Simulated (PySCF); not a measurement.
# TDDFT excited states: [C3H4ClO]+

C3H4ClO (charge +1).
Numbering: `[CH3:1][C@@H:2]([Cl:3])[C:4]#[O+:5]` (hydrogens: H6, H7, H8 on C1; H9 on C2)

Computed, not measured: TDDFT CAM-B3LYP/def2-SVPD, vertical, gas phase, core orbitals frozen in the response in PySCF. Geometry: PBE0-D3(BJ)/def2-SVP; no solvent, vibrations or thermal averaging.

```
state  E (eV)  E (hartree)       f  |μ| (D)   main configurations (H = HOMO, L = LUMO)
   S1    5.02       0.1846  0.0001     0.06                                  H→L (97%)
   S2    5.32       0.1953   0.020     1.00                                H-1→L (94%)
   S3    5.69       0.2091  0.0055     0.50                                H→L+1 (99%)
   S4    5.83       0.2142  0.0010     0.21                              H-1→L+1 (99%)
   S5    7.42       0.2726   0.020     0.84                 H-2→L (67%), H-2→L+1 (24%)
   S6    7.60       0.2793   0.011     0.62                 H-2→L+1 (73%), H-2→L (21%)
   S7    7.75       0.2848   0.021     0.85                   H-3→L (76%), H→L+2 (11%)
   S8    7.80       0.2867  0.0023     0.28      H→L+2 (57%), H→L+3 (20%), H-3→L (17%)
   S9    7.92       0.2911  0.0089     0.54                              H-3→L+1 (96%)
  S10    8.15       0.2993  0.0081     0.51  H-1→L+2 (58%), H-4→L (18%), H-1→L+3 (17%)
```

Triplets (Tamm–Dancoff): T1 4.60 eV, H→L (93%); T2 4.71 eV, H-1→L (93%); T3 5.53 eV, H→L+1 (97%); T4 5.65 eV, H-1→L+1 (97%).

The lowest singlet lies at 5.02 eV (247 nm, ultraviolet) and is dark (f under 0.0005); its leading configuration is HOMO→LUMO (97%). The largest oscillator strength of a single state is 0.021. Löwdin shares by element: HOMO chlorine 81%, carbon 15% or more; LUMO carbon 49% or more, oxygen 30%, chlorine 18%. The oscillator strengths of these states sum to 0.098; summed over the whole spectrum of an exact calculation they would give the number of electrons, 46 (Thomas–Reiche–Kuhn). Orbital energies (eV): HOMO-3 -18.30, HOMO-2 -18.10, HOMO-1 -16.28, HOMO -16.03, LUMO -7.33, LUMO+1 -7.04, LUMO+2 -4.38. Weighted by f, the mean energy of these states is 7.07 eV. No computed singlet lies in the visible range (380 to 750 nm); the lowest, at 247 nm, stands 1.76 eV above its violet end (3.26 eV). All these states lie below the vertical ionisation energy of 17.27 eV (ΔSCF). The window holds the lowest 10 singlets.

The run took 89 s of wall time on an Arm Neoverse N1 with one thread, on a shared host.
